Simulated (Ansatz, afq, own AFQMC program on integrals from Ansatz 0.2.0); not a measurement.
Integrals from Ansatz 0.2.0, then the random walk in our own AFQMC program (afq).

```yaml
crystal:
  periodic: [false, false, false]
  atoms:
    - {symbol: Al, position_ang: [-0.059867, 0.000147, -0.132768]}
    - {symbol: H, position_ang: [0.448722, 0.001802, 1.985772]}
    - {symbol: H, position_ang: [-0.317066, -0.008906, 1.956389]}
    - {symbol: H, position_ang: [0.733301, 1.383310, -0.188797]}
    - {symbol: H, position_ang: [0.737612, -1.380129, -0.199290]}
basis:
  gaussian: {orbitals: cc-pVDZ}
magnetization: {spin_polarized: true, initial_magnetization: 1}
correlation: {method: ccsd_t, electrons: outside_noble_gas, hamiltonian_folder: ham}
```

```sh
$ ansatz run in.yaml --threads 1 --pin off --events-out ev --progress --plain --max-ram 1843MiB
```

afq runs on the folder ham with

```
--method phaseless --trial hf --walkers 120 --populations 1 --least-time 40 --time-step 0.005 --steps-per-block 20 --equilibration-blocks 112 --max-blocks 600 --target-error 0.0009600 --factor-cut 1e-05 --start spin_pure --seed 833 --taylor-order 6
```

Times are imaginary, in 1/Eh. The walk had a cap of 689 s.

Log:

```
orbitals 33  electrons 4 3  factors 239 of 350
reference energy -244.15173326 Eh
CCSD correlation -0.11369116 Eh in 11 cycles, weight of the determinant in the CISD state 0.9296
energy of the start -244.151757 Eh
 block  time / (1/Eh)  mean weight  energy / Eh
     1     0.100  1.0014  -244.172311
     2     0.200  0.9995  -244.188083
     3     0.300  1.0003  -244.200366
     4     0.400  1.0007  -244.209083
     5     0.500  1.0017  -244.218491
    10     1.000  0.9994  -244.236470
    61     6.100  1.0014  -244.277550
   121    12.100  1.0002  -244.265263
   181    18.100  1.0004  -244.266382
   241    24.100  1.0000  -244.258268
   289    28.900  0.9999  -244.286895
   301    30.100  1.0013  -244.266867
   361    36.100  0.9988  -244.262040
   421    42.100  0.9992  -244.257103
   445    44.500  0.9999  -244.254295
   481    48.100  1.0009  -244.259330
   505    50.500  0.9996  -244.271783
blocks merged  error / Eh  count
     1  0.000374  400
     2  0.000479  200
     4  0.000634  100
     8  0.000823  50
    16  0.000958  25
    32  0.001088  12
energy -244.265296 +/- 0.000958 Eh
(rows thinned)
```

The run passed its tests (sampling time, drift between the halves within three errors, error under three times the target), which doesn't prove that it has relaxed.

Against this walk (error 26.1 meV) on the same determinant: CCSD(T) 42.1 meV lower (within the noise), CCSDT(Q) 56.7 meV lower, a separate phaseless walk with a CISD trial and standard settings 56.4 ± 26.2 meV lower. The error is statistical and leaves out the bias of the constraint.

Cautions: constraint bias not in the error.

The walk took 72 s on 1 thread of Intel(R) Xeon(R) 6975P-C (Granite Rapids) (shared host). The log's last line is the phaseless energy.

CCSDT and higher add their correlation energy to the determinant of the CCSD(T) run, since their own runs factorise the integrals more tightly (a shift of under 2 meV).
